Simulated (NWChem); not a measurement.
## Total energies of oxygen (O2)

```
O
O 1 1.2000
```
Charge 0, spin multiplicity 3.

Everything below was run with NWChem. Structure: optimised with UB3LYP/def2-SVP, a minimum by its harmonic frequencies.

Basis set: cc-pVQZ (110 functions).

| method | total energy (Ha) | relative cost |
|---|---|---|
| UHF | -149.68865 | 1 |
| UMP2 | -150.15499 | under 3 |
| UB2PLYP | -150.31319 | under 3 |
| UPBE | -150.25281 | under 3 |
| UB3LYP | -150.39411 | under 3 |
| Ur2SCAN | -150.32859 | under 3 |

Total energies of different functionals aren't comparable as a measure of quality: only differences taken within one method are. The cost column gives rough processor time relative to UHF; each entry includes its own SCF.

The correlated methods keep 2 core orbitals frozen. B3LYP has NWChem's definition, with VWN1-RPA local correlation. The unpaired electrons of the parent sit in orbitals of symmetry b2g and b3g (D2h labels of the run); other states weren't searched. The stability of the SCF solutions was not checked. Open-shell Hartree-Fock references start from PBE0 orbitals; any time given for them includes that run.
